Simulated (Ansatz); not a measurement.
# HSCl (triplet): from Hartree-Fock to the top rungs at distance Cl1–H2 along a hydrogen transfer = 2.040 Å, cc-pVDZ

How much of the correlation energy of HSCl (triplet) does each wave-function method recover here?

The runs use Ansatz 0.2.0, Gaussian basis; cc-pVDZ, core rule «outside noble gas», up to 10 orbitals frozen.

To be run: UHF; CCSD(T) on ROHF; CCSD(T) on UHF; BCCD(T) on ROHF; CISD; CCSDT(Q) on ROHF; CCSDT(Q) on UHF; CASSCF and MRCISD+Q, 4 electrons in 4 orbitals; CASSCF and NEVPT2, 4 electrons in 4 orbitals; CASSCF and MRCISD+Q, 14 electrons in 9 orbitals; CASSCF and MRCISD+Q(relaxed), 14 electrons in 9 orbitals; CASSCF and NEVPT2, 14 electrons in 9 orbitals.

10 further runs of the same task are left out: 1 for a mislabelled method, 9 that didn't finish.

## 1. The system

The geometry derives from fragments relaxed apart (PBE0/def2-TZVP) and kept rigid, so it is no stationary point. A hydrogen atom is moved between rigid fragments.

3 atoms, charge 0, spin multiplicity 3.

Atoms are counted from 1 here; the program's logs count them from 0.

Bond lengths: H2–S3 1.380 Å.

Coordinates:

```
Cl    0.00000    0.00000   -1.82000
H     0.00000    0.00000    0.22000
S     0.00000    0.00000    1.60000
```

## 2. UHF

in.yaml

```yaml
crystal:
  periodic: [false, false, false]
  atoms:
    - {symbol: Cl, position_ang: [0.000000, 0.000000, -1.820000]}
    - {symbol: H, position_ang: [0.000000, 0.000000, 0.220000]}
    - {symbol: S, position_ang: [0.000000, 0.000000, 1.600000]}
basis:
  gaussian: {orbitals: cc-pVDZ}
magnetization: {spin_polarized: true, initial_magnetization: 2}
hamiltonian: {xc: hf}
output: {orbitals: {seedname: orbitals}}
```

Launch:

```
$ ansatz run in.yaml --threads 1 --pin off --events-out ev --progress --plain --max-ram 2393MiB
```

The runs that follow: CCSD(T) on ROHF; CCSD(T) on UHF; BCCD(T) on ROHF; CISD; CCSDT(Q) on ROHF; CCSDT(Q) on UHF; CASSCF and MRCISD+Q, 4 electrons in 4 orbitals; CASSCF and NEVPT2, 4 electrons in 4 orbitals; CASSCF and MRCISD+Q, 14 electrons in 9 orbitals; CASSCF and MRCISD+Q(relaxed), 14 electrons in 9 orbitals; CASSCF and NEVPT2, 14 electrons in 9 orbitals.

**Question.** What will the summary of the whole plan be? Wanted: UCCSDT(Q) below the RHF energy; RMP2 from UCCSDT(Q); UMP2 from UCCSDT(Q); RCCSD from UCCSDT(Q); RCCSD(T) from UCCSDT(Q); UCCSD(T) from UCCSDT(Q); RCCSDT(Q) from UCCSDT(Q); NEVPT2 pair from UCCSDT(Q); MRCISD+Q pair from UCCSDT(Q).

As calculated:

| quantity | value |
| --- | --- |
| UCCSDT(Q) below the RHF energy | -7.6194 eV |
| RMP2 from UCCSDT(Q) | +1143.5 meV |
| UMP2 from UCCSDT(Q) | +1170.3 meV |
| RCCSD from UCCSDT(Q) | +145.9 meV |
| RCCSD(T) from UCCSDT(Q) | +29.1 meV |
| UCCSD(T) from UCCSDT(Q) | +28.5 meV |
| RCCSDT(Q) from UCCSDT(Q) | +0.4 meV |
| NEVPT2 pair from UCCSDT(Q) | +1099.6 meV |
| MRCISD+Q pair from UCCSDT(Q) | +30.8 meV |
| NEVPT2 valence from UCCSDT(Q) | +1639.6 meV |
| levels within 1 kcal/mol (43 meV) | RCCSD(T), UCCSD(T), BCCD(T), RCCSDT, UCCSDT, RCCSDT(Q), MRCISD+Q pair, MRCISD+Q valence, MRCISD+Q(relaxed) valence |
| T1 diagnostic | 0.018 |
| effectively unpaired electrons | 2.01 |

In words: RCCSD(T) misses by +29.1 meV, 0.4 % of the correlation energy. One determinant dominates. Of the multireference levels listed MRCISD+Q(relaxed) valence comes nearest in total energy (+10.7 meV), which doesn't show that its space is the better one. These misses are within one basis, not against nature; the frozen cores of restricted and unrestricted runs differ, which can shift their rows.
